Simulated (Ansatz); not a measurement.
# NH (triplet): up Jacob's ladder to CCSD(T)

An exercise on one series of results from a longer session: the logs are not shown, and one member is left open.

Program: Ansatz 0.2.0, Gaussian basis. Level of theory: functionals in def2-TZVPP, the program's frozen cores in correlated methods. These are calculated values, not measurements.

Levels to be run: LDA (SPW92), PBE-D4, revPBE-D4, BLYP-D4, r2SCAN-D4, B97M-V, PBE0-D4, B3LYP-D4, r2SCANh-D4, r2SCAN0-D4, HSE06-D4, BHLYP-D4, CAM-B3LYP-D4, LC-ωPBE, ωB97X-V, ωB97M-V, B2PLYP, PBE-QIDH; CCSD(T)/def2-SVP; CCSD(T)/def2-TZVPP; CCSD(T)/def2-QZVPP; extrapolation to the limit; RPA on PBE.

### The relaxed structure

All runs share one geometry, relaxed beforehand with PBE0-D4 in a triple-zeta def2 set.

SMILES `[NH]`, 2 atoms, charge 0, spin multiplicity 3.

Atoms are counted from 1 here; the program's logs count them from 0.

Bond lengths: N1–H2 1.040 Å.

The first run:

Input file in.yaml:

```yaml
crystal:
  periodic: [false, false, false]
  atoms:
    - {symbol: N, position_ang: [0.000000, 0.000000, -0.001734]}
    - {symbol: H, position_ang: [-0.000000, -0.000000, 1.037944]}
basis:
  gaussian: {orbitals: def2-TZVPP}
magnetization: {spin_polarized: true, initial_magnetization: 2}
hamiltonian: {xc: lda}
output: {orbitals: {seedname: orbitals}}
```

Run with:

```sh
$ ansatz run in.yaml --threads 2 --pin off --events-out ev --progress --plain --max-ram 22528MiB --backend cpu
```

Steps of the session up to this table: LDA; PBE-D4 (GGA); revPBE-D4 (GGA); BLYP-D4 (GGA); r2SCAN-D4 (meta-GGA); B97M-V (meta-GGA); B3LYP-D4 (hybrid); r2SCANh-D4 (hybrid); r2SCAN0-D4 (hybrid); HSE06-D4 (hybrid); BHLYP-D4 (hybrid); CAM-B3LYP-D4 (range-separated); LC-ωPBE (range-separated); ωB97X-V (range-separated); ωB97M-V (range-separated); B2PLYP (double hybrid); PBE-QIDH (double hybrid).

One of the session's tables, all rows but one given; the rest of the session is left out.

It belongs to the step «Orbital energies across the functionals». 

| functional | HOMO (eV) | LUMO (eV) | gap (eV) |
| --- | --- | --- | --- |
| LDA (SPW92) | -7.88 | -4.74 | 3.14 |
| PBE-D4 | -7.82 | -4.17 | 3.65 |
| revPBE-D4 | -7.78 | -4.02 | 3.76 |
| BLYP-D4 | -7.63 | -4.35 | 3.28 |
| r2SCAN-D4 | -8.46 | -3.31 | 5.15 |
| B97M-V | ? | ? | ? |
| PBE0-D4 | -9.71 | -2.42 | 7.29 |
| B3LYP-D4 | -9.29 | -3.14 | 6.15 |
| r2SCANh-D4 | -9.15 | -2.71 | 6.44 |
| r2SCAN0-D4 | -10.19 | -1.84 | 8.35 |
| HSE06-D4 | -9.29 | -2.82 | 6.47 |
| BHLYP-D4 | -11.41 | -1.04 | 10.37 |
| CAM-B3LYP-D4 | -11.17 | -1.45 | 9.72 |
| LC-ωPBE | -12.73 | 0.29 | 13.02 |
| ωB97X-V | -12.13 | -0.23 | 11.90 |
| ωB97M-V | -11.94 | -0.27 | 11.67 |

Estimate the missing values for B97M-V.

The run gave: HOMO (eV): -8.26; LUMO (eV): -3.53; gap (eV): 4.72. In the column «HOMO (eV)» it lies between r2SCAN-D4 (-8.46) and LDA (SPW92) (-7.88).
